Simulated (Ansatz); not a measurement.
**C3H4S3: up Jacob's ladder to CCSD(T)**

The task here is to estimate one member of a computed series from the others.

Program: Ansatz 0.2.0, Gaussian basis. Level of theory: functionals in def2-TZVPP, the program's frozen cores in correlated methods. These are calculated values, not measurements.

Plan: LDA (SPW92), PBE-D4, revPBE-D4, BLYP-D4, r2SCAN-D4, B97M-V, PBE0-D4, B3LYP-D4, r2SCANh-D4, r2SCAN0-D4, HSE06-D4, BHLYP-D4, CAM-B3LYP-D4, LC-ωPBE, ωB97X-V, ωB97M-V, B2PLYP, PBE-QIDH; CCSD(T)/def2-SVP; CCSD(T)/def2-TZVPP; MP2/def2-QZVPP; extrapolation to the limit; RPA on PBE.

**Structure used throughout**

An earlier PBE0-D4 in a triple-zeta def2 set relaxation fixed the geometry.

SMILES `S=C1SCCS1`, 10 atoms, charge 0, spin multiplicity 1.

Atoms are counted from 1 here; the program's logs count them from 0.

Bond lengths: S1–C2 1.625 Å, C2–S3 1.740 Å, C2–S6 1.740 Å, S3–C4 1.806 Å, C4–C5 1.513 Å, C4–H7 1.092 Å, C4–H8 1.092 Å, C5–S6 1.806 Å, C5–H9 1.092 Å, C5–H10 1.092 Å. Angles: S1–C2–S3 123.2°, S1–C2–S6 123.2°, S3–C2–S6 113.6°, C2–S3–C4 97.0°, S3–C4–C5 107.5°, S3–C4–H7 108.3°, S3–C4–H8 108.9°, C5–C4–H7 111.6°, C5–C4–H8 111.3°, H7–C4–H8 109.1°, C4–C5–S6 107.5°, C4–C5–H9 111.3°, C4–C5–H10 111.6°, S6–C5–H9 108.9°, S6–C5–H10 108.3°, H9–C5–H10 109.1°, C2–S6–C5 97.0°.

The first run:

File in.yaml:

```yaml
crystal:
  periodic: [false, false, false]
  atoms:
    - {symbol: S, position_ang: [-1.204484, 2.062742, 2.367861]}
    - {symbol: C, position_ang: [-0.622356, 1.065894, 1.223524]}
    - {symbol: S, position_ang: [-0.770047, -0.665666, 1.303265]}
    - {symbol: C, position_ang: [0.358154, -1.046389, -0.054837]}
    - {symbol: C, position_ang: [0.220991, 0.054565, -1.083645]}
    - {symbol: S, position_ang: [0.207828, 1.628643, -0.197960]}
    - {symbol: H, position_ang: [0.082189, -2.019060, -0.466668]}
    - {symbol: H, position_ang: [1.376214, -1.100304, 0.336262]}
    - {symbol: H, position_ang: [-0.709511, -0.041519, -1.646895]}
    - {symbol: H, position_ang: [1.061011, 0.061103, -1.780908]}
basis:
  gaussian: {orbitals: def2-TZVPP}
hamiltonian: {xc: lda}
output: {orbitals: {seedname: orbitals}}
```

Launch:

```console
$ ansatz run in.yaml --threads 4 --pin off --events-out ev --progress --plain --max-ram 10444MiB
```

Among the steps run: LDA; PBE-D4 (GGA); revPBE-D4 (GGA); BLYP-D4 (GGA); r2SCAN-D4 (meta-GGA); B97M-V (meta-GGA); B3LYP-D4 (hybrid); r2SCANh-D4 (hybrid); r2SCAN0-D4 (hybrid); HSE06-D4 (hybrid); BHLYP-D4 (hybrid); CAM-B3LYP-D4 (range-separated); LC-ωPBE (range-separated); ωB97X-V (range-separated); ωB97M-V (range-separated); B2PLYP (double hybrid); PBE-QIDH (double hybrid).

One table of the session follows, with a row left open; its other results are not shown here.

It belongs to the step «Frontier levels by functional». 

```
  functional  HOMO (eV)  LUMO (eV)  gap (eV)
 LDA (SPW92)      -5.38      -2.83      2.56
      PBE-D4      -5.24      -2.64      2.59
   revPBE-D4      -5.18      -2.57      2.61
     BLYP-D4      -5.05      -2.48      2.57
   r2SCAN-D4      -5.47      -2.58      2.88
      B97M-V      -5.52      -2.52      3.00
     PBE0-D4      -6.42      -1.90      4.52
    B3LYP-D4      -6.17      -2.05      4.12
  r2SCANh-D4      -5.91      -2.30      3.61
  r2SCAN0-D4      -6.57      -1.86      4.71
    HSE06-D4      -6.02      -2.27      3.76
    BHLYP-D4      -7.45      -0.94      6.51
CAM-B3LYP-D4      -7.70      -0.84      6.87
     LC-ωPBE      -9.10       0.11      9.21
     ωB97X-V      -8.73       0.12      8.85
     ωB97M-V          ?          ?         ?
```

Q: Estimate the row for ωB97M-V from the others.

The run gave: HOMO (eV): -8.56; LUMO (eV): 0.12; gap (eV): 8.68. In the column «HOMO (eV)» it lies between ωB97X-V (-8.73) and CAM-B3LYP-D4 (-7.70).
